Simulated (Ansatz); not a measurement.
`CC(C)(C)F` → 4 C• + F• + 9 H•  (atomization)

Program: Ansatz. Geometries: PBE0-D4/def2-TZVP. ΔE: electronic, gas phase. CCSD(T)/CBS is the MP2 limit (def2-TZVPP, def2-QZVPP) plus CCSD(T) − MP2 in def2-TZVPP, frozen cores. This one scheme is used for every species, atoms too. DFT in def2-TZVPP. HSE06 is defined as in plane-wave codes. No spin–orbit coupling; open shells (•) take unrestricted orbitals. Spin–orbit coupling would lower the free atoms: a little for C, F.

`CC(C)(C)F`:

Z-matrix (Å, degrees):
```
C
C 1 1.514
H 1 1.092 2 110.5
H 1 1.092 2 110.3 3 120.0
H 1 1.092 2 110.3 3 -120.0
C 2 1.514 1 112.1 3 -63.5
C 2 1.514 1 112.1 3 63.5
F 2 1.406 1 106.7 3 -180.0
H 6 1.092 2 110.3 1 -176.5
H 6 1.092 2 110.3 1 -56.5
H 6 1.092 2 110.5 1 63.5
H 7 1.092 2 110.5 1 -63.5
H 7 1.092 2 110.4 1 176.5
H 7 1.092 2 110.3 1 56.5
```

```json
{"level": "revPBE-D4", "ΔE (kcal/mol)": "1312.7", "difference from CCSD(T)/CBS": "-5.8"}
{"level": "BLYP-D4", "ΔE (kcal/mol)": "1312.1", "difference from CCSD(T)/CBS": "-6.4"}
{"level": "r2SCAN-D4", "ΔE (kcal/mol)": "1321.3", "difference from CCSD(T)/CBS": "2.8"}
{"level": "HSE06-D4", "ΔE (kcal/mol)": "1325.6", "difference from CCSD(T)/CBS": "7.1"}
{"level": "CAM-B3LYP-D4", "ΔE (kcal/mol)": "1325.7", "difference from CCSD(T)/CBS": "7.2"}
{"level": "HSE06", "ΔE (kcal/mol)": "1321.3", "difference from CCSD(T)/CBS": "2.8"}
{"level": "HF/def2-SVP", "ΔE (kcal/mol)": "1010.9", "difference from CCSD(T)/CBS": "-307.6"}
{"level": "MP2/def2-QZVPP", "ΔE (kcal/mol)": "1321.0", "difference from CCSD(T)/CBS": "2.5"}
{"level": "MP2/CBS(def2)", "ΔE (kcal/mol)": "1332.5", "difference from CCSD(T)/CBS": "14.0"}
{"level": "CCSD/CBS(def2)", "ΔE (kcal/mol)": "1303.2", "difference from CCSD(T)/CBS": "-15.3"}
{"level": "CCSD(T)/CBS", "ΔE (kcal/mol)": "1318.5", "difference from CCSD(T)/CBS": "0"}
```

Largest T1 diagnostic among the species: 0.010.

From r2SCAN to r2SCAN0 (25 % exact exchange), in def2-TZVPP and without D4, ΔE moves by −13.8 kcal/mol: exact exchange takes away binding that semilocal exchange gives to molecules. At CCSD(T), def2-SVP lies −49.4 kcal/mol from the extrapolated value and def2-TZVPP −27.7 kcal/mol: correlation converges slowly with the basis, and small sets miss more of it in the bonded molecule than in its fragments.

For atomizations the MP2-based limit and the directly extrapolated one differ by several kJ/mol either way, and by 10 to 25 for some Ge, Se and Sn compounds, so smaller differences from it don't rank the levels.
